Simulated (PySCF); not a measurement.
**Working out the electron affinity of P**

P⁻ [Ne] 3s2 3p4 (3P) → P [Ne] 3s2 3p3 (4S). Calculation: PySCF 2.14, in aug-cc-pV(Q+d)Z; no relativity, point nucleus. Frozen: [Ne]. Energies in hartree (1 hartree = 27.21139 eV):

| part | P⁻ (lower) | P (upper) |
| --- | --- | --- |
| UHF | -340.706881 | -340.718741 |
| CCSD correlation | -0.139724 | -0.105241 |
| (T) | -0.007331 | -0.004646 |

Q: What does Hartree-Fock give?

A: (-340.718741) − (-340.706881) = -0.011860 hartree = -0.323 eV.

Q: What do CCSD and CCSD(T) give?

A: The CCSD correlation energies differ by 0.034483 hartree = 0.938 eV and the triples by 0.002685 hartree = 0.073 eV, so CCSD gives 0.615 eV and CCSD(T) 0.688 eV.

A first-order spin-orbit estimate adds 0.012 eV to CCSD(T) (valence), giving 0.700 eV against 0.747 eV (measured; photodetachment measurements, as compiled on the Wikipedia data page of electron affinities).

What remains against the reference includes basis incompleteness, the frozen core and higher excitations.
